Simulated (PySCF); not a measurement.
Cyclopropanol, C3H6O, SMILES OC1CC1, point group Cs.

Force field and properties: B3LYP/pcSseg-1 (PySCF, grid level 2). Vibrational terms come from second-order perturbation theory with semi-diagonal cubic constants, by steps of ±0.6 along the normal coordinates of each isotopologue. The parent has the commonest isotopes.

Equilibrium geometry (Å):

```csv
atom,x,y,z
O1,-0.2934,1.9241,0.5725
C2,-0.2815,0.7477,-0.1915
C3,0.9410,0.2776,-0.9219
C4,0.4044,-0.5028,0.2716
H5,0.5596,2.0147,1.0200
H6,-1.2418,0.6453,-0.6905
H7,1.8617,0.8408,-0.7759
H8,0.8366,-0.1422,-1.9200
H9,0.9740,-0.4503,1.1983
H10,-0.0733,-1.4658,0.1039
```

**Question.** Give the equilibrium and ground-state rotational constants (MHz) of parent; ²H at 5.

**Answer.** 
```
species     Ae      Be      Ce     A0      B0      C0  Δ0 (u Å²)  harmonic ZPE (cm⁻¹)
 parent  16745  6709.2  5867.6  16555  6670.7  5821.3    -19.473                18581
²H at 5  16144  6448.8  5739.7  15970  6412.4  5690.3    -21.645                17882
```

Δ0 = Ic − Ia − Ib from the ground-state constants.

**Question.** How is the parent's vibrational correction B0 − Be made up?

**Answer.** 
| axis | harmonic | Coriolis | cubic | total (MHz) |
| --- | --- | --- | --- | --- |
| a | 37.5 | -76.5 | -151 | -190 |
| b | 11.3 | -3.79 | -46.1 | -38.5 |
| c | 6.32 | -7.28 | -45.3 | -46.3 |

**Question.** And its quartic centrifugal distortion constants from the harmonic force field?

**Answer.** Asymmetric top, A reduction, Ir representation: ΔJ = 2.83 kHz, ΔJK = 7.09 kHz, ΔK = 8.5 kHz, δJ = 0.252 kHz, δK = -4.16 kHz.

A mode lies under 250 cm⁻¹, where this perturbation treatment is rough. Internal rotors are held in one well.
